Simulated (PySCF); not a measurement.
**Bond length, frequency and bond energy of SiB⁻ by level of theory**

State: ³Π (triplet), unpaired electrons σ ↑, π ↑. Set-up: basis Si aug-pcseg-1, B aug-pcseg-1; no relativity; PySCF 2.14. De refers to Si⁻ + B in their high-spin ground configurations, without counterpoise correction. The functionals are run spin-unrestricted. A positive dipole points towards B; it is taken about the centre of mass and depends on that origin.

```
       Level  Re (Å)  ωe (cm⁻¹)  De (eV)  μ (D)  CPU s a point (SCF and correlation, without the integrals)
        ROHF   1.839        894      n/a  -0.76                                                        0.16
    ROHF-MP2   1.883        779     3.17    n/a                                                        0.25
ROHF-SCS-MP2   1.883        780      n/a    n/a                                                         n/a
   ROHF-CCSD   1.876        809     2.85    n/a                                                         n/a
ROHF-CCSD(T)   1.889        782     3.08    n/a                                                         2.4
         PBE   1.885        782     3.83  -1.60                                                        0.56
      PBEsol   1.881        791     4.05  -1.62                                                        0.43
        PW91   1.882        784     3.84  -1.62                                                        0.45
        TPSS   1.879        791     3.63  -1.44                                                         1.2
      r²SCAN   1.868        817     3.71  -1.23                                                        0.71
        PBE0   1.865        820     3.58  -1.40                                                           1
```

Which functional lies closest to ROHF-CCSD(T) in De, which farthest, and by how much do they differ from it?

Closest is PBE0 (-2.4 pm in Re, +4.9 % in ωe, +0.50 eV in De against ROHF-CCSD(T) in the same basis), farthest PBEsol (-0.8 pm in Re, +1.2 % in ωe, +0.97 eV in De). CCSD(T) converges more slowly with the basis than the functionals do and binds too weakly in this one, so the order can change at the basis-set limit.

What does the step from GGA to meta-GGA do here, going from PBE to r²SCAN?

r²SCAN less PBE: -1.7 pm in Re, +4.5 % in ωe, -0.12 eV in De. 

What does second-order correlation do here, going from ROHF to ROHF-MP2?

ROHF-MP2 less ROHF: +4.4 pm in Re, -12.9 % in ωe. Correlation nearly always deepens the well. The bond lengthens, as in strong covalent bonds, where excitations into antibonding orbitals dominate.

Correlated steps freeze 6 core orbitals. Correlated levels converge slowly with the basis: in double zeta they bind strong bonds too weakly, by up to about 1 eV, and carry superposition errors of some tenths. For an ion De counts to the pair picked by the measured ionisation energies or electron affinities, which need not be the lowest pair at this level. The highest Kohn–Sham level is positive in this anion. Much of that is self-interaction error, but it also means that the finite basis helps to hold the extra electron. The CCSD T1 diagnostic is raised, a sign that a single reference may not be enough here. UHF is strongly spin-contaminated for SiB⁻, so the ROHF reference used there is far from stable. The state is the lowest determinant that a PBE0 search found; another state may lie lower at other levels.

The whole job (state search and all levels along the bond) took about 2 min on 1 thread of Oxide Virtual Turin-like (shared host), peak memory 0.63 GiB.
